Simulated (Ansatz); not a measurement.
The same path of AlH6NO (9 atoms, charge 0, multiplicity 1) was run twice with different band settings. Lost on the way: N6–H9. Made: O2–H9.

Level of theory: Ansatz 0.2.0, RKS PBE0-D4/def2-SVP.

Relaxed end points:

```xyz
9
Properties=species:S:1:pos:R:3
Al -0.069 0.179 0.267
O -0.479 -0.240 1.916
H -0.717 -1.118 2.215
H 1.401 -0.202 -0.252
H -1.267 0.246 -0.800
N 0.142 2.128 0.860
H 1.075 2.521 0.745
H -0.535 2.777 0.457
H -0.054 2.035 1.861
```

```xyz
9
Properties=species:S:1:pos:R:3
Al 0.104 0.418 0.038
O -0.186 -0.058 1.966
H -1.051 -0.389 2.240
H 1.495 -0.220 -0.391
H -1.282 0.022 -0.654
N 0.150 2.142 0.742
H 1.028 2.657 0.772
H -0.582 2.805 0.496
H -0.179 0.949 2.061
```

Common settings: movable images 7; climbing image yes; spring 5.0 eV/Å²; optimiser quadratic models (default); start path through a guess of the saddle point; iteration limit 60; end points relaxed.

| run | force threshold |
| --- | --- |
| 1 | 0.05 eV/Å |
| 2 | 0.5 eV/Å |

(1) What does each run give, and how far can it be trusted?

## Answers

(1) Run 1: converged after 13 iterations, highest image 0.812 eV above the first end. A vibrational analysis at the climbing image gives one clearly imaginary mode, 598i cm⁻¹: a first-order saddle point.
Run 2: converged after 7 iterations, highest image 0.832 eV above the first end. The threshold of 0.5 eV/Å is loose, so the images may lie well off the minimum-energy path. The order of the point at the top wasn't checked.
The orbitals stay closed-shell, which can raise the energy where a bond breaks towards radicals; this wasn't checked here.
